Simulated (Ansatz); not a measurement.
B (model structure, started from the beta-W type, Pm-3n, No. 223, 8 atoms in the cell)

All values below come from PBEsol (plane waves, PAW; Ansatz, a program for electronic structure).

Run with plane-wave cutoff 500 eV, 12×12×12 k mesh, Fermi–Dirac smearing 0.05 eV, scalar-relativistic PAW data made under PBE.

Cell (relaxed at this level):

```xyz
8
Lattice="3.6471 0.0000 0.0000 0.0000 3.6471 0.0000 0.0000 0.0000 3.6471" Properties=species:S:1:pos:R:3 pbc="T T T"
B      0.9118     0.0000     1.8235
B      2.7353     0.0000     1.8235
B      0.0000     1.8235     0.9118
B      0.0000     1.8235     2.7353
B      1.8235     0.9118     0.0000
B      1.8235     2.7353     0.0000
B      0.0000     0.0000     0.0000
B      1.8235     1.8235     1.8235
```

- band gap: zero (no gap)

Note: the relaxation could raise the start's symmetry but not lower it, so the cell can be a saddle point.

The computed numbers hold no vibrational or temperature effects.

The result took around 20 core-seconds (rough).

A model structure was made by putting elements into a prototype or built by hand; it is no filed structure, need not be a known phase, and can be a saddle point held by its symmetry.
